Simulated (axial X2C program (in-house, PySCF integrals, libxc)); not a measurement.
# SiB⁺ at several levels of theory

Calculated with an axial X2C code built on PySCF integrals. Spin-free means the one-electron spin-free X2C Hamiltonian; two-component (2c) means X2C with spin–orbit coupling and atomic mean-field two-electron Coulomb and Gaunt terms, so the difference of the two also holds small scalar two-electron terms. Basis: Si dyall-v3z [8s7p2d1f], B dyall-v3z [7s6p2d1f] (cores contracted in-house); Gaussian nuclei, density fitting, unrestricted open shells. Masses: Si 27.977 u, B 11.009 u.

Input file and command:
```json
{"zs": [14, 5], "q": 1, "bas": ["dyall-v3z", "dyall-v3z"], "levels": ["PBE0", "HF", "PBEsol"], "cc": true, "r0": 2.01, "thr": -2.0, "nmax": 90, "npts": 10, "nst": 2, "ntry": 6}
```
```bash
python so2c.py task.json out
```

Keys: zs atomic numbers; q charge; bas basis sets; levels methods; cc coupled cluster on or off; r0 starting distance in Å; thr threshold in hartree for freezing inner shells (an s shell follows its p shell); nmax most natural virtual spinors; npts points on the curve; nst determinants followed; ntry starts of the search. HF also brings MP2.

State, spin-free: M_S = 1, Λ = 1 (beyond evenly filled blocks: σα, π+α); electrons by block: σα: 7, σβ: 6, π+α: 2, π+β: 1, π-α: 1, π-β: 1. Fragments: Si+ + B.

State, 2c: Ω = 2 (⟨Sz⟩ = 1.00, ⟨Lz⟩ = 1.00 at PBE0); electrons by block: 1/2: 8, -1/2: 7, 3/2: 2, -3/2: 1. Fragments: Si+ + B.

```json
{"Hamiltonian": "spin-free", "level": "CCSD", "Re (Å)": "2.117", "ωe (cm⁻¹)": "495.1", "De (eV)": "2.28", "D0 (eV)": "2.25", "μ (D)": "n/a"}
{"Hamiltonian": "spin-free", "level": "CCSD(T)", "Re (Å)": "2.124", "ωe (cm⁻¹)": "516.3", "De (eV)": "2.41", "D0 (eV)": "2.38", "μ (D)": "n/a"}
{"Hamiltonian": "2c", "level": "PBE0", "Re (Å)": "2.103", "ωe (cm⁻¹)": "546.1", "De (eV)": "2.71", "D0 (eV)": "2.68", "μ (D)": "0.56"}
{"Hamiltonian": "2c", "level": "PBEsol", "Re (Å)": "2.129", "ωe (cm⁻¹)": "526.2", "De (eV)": "3.06", "D0 (eV)": "3.02", "μ (D)": "0.45"}
```

Spin-free values that have a 2c row agree with it to the digits that matter (0.001 Å, 0.01 eV) and are not repeated.

Correlated methods: 6 electrons correlated (number of frozen shells: Si 2 s, 1 p; B 1 s), 148 virtual spin orbitals or spinors in MP2, 88 natural virtuals in coupled cluster.

Dipoles are positive if B is the positive end and refer to the centre of mass.

Occupations by symmetry block were frozen at the best pattern of an incomplete PBE0 search. Dissociation energies refer to the lowest single-determinant-based atoms at the same level and basis. Density functionals use the spin component along the axis (collinear). Coupled cluster ran in a truncated set of natural virtual spinors; the MP2 energy of the rest was added. (T) has no such correction and the atoms are truncated less, which lowers De at CCSD(T) by a hundredth of an eV or more. In 2c an atomic determinant is not the ground J level, so De misses part of the atomic spin–orbit lowering. This holds for PBE0, PBEsol. PBE0 can misorder states that lie within some tenths of an eV, so this need not be the ground state of the molecule. The nearest other spin-free determinant of the search, M_S = 0, Λ = 1, lies 0.17 eV up at the distance of the search. The functionals have no current-density term, which raises determinants with orbital currents, atoms included. With several unpaired electrons one determinant need not be a pure state. Open-shell Ω = 0 determinants with evenly filled partner blocks cannot be reached by this program, so the Ω shown need not be the lowest component. At some level and bond length an empty orbital lies below a filled one.

No reliable constants came from CCSD (2c), CCSD(T) (2c), HF (2c), HF (spin-free), MP2 (2c), MP2 (spin-free): no minimum in range, unconverged points, a curve that is not smooth, a change of character along it, or the two Hamiltonians disagreeing along it.

Rough cost a point (2c) on 1 thread(s) of a shared host, integrals apart: PBE0 0.24 s, PBEsol 0.16 s.

The whole task took 66 s on 1 thread of Intel(R) Xeon(R) Processor @ 2.30GHz (shared host).
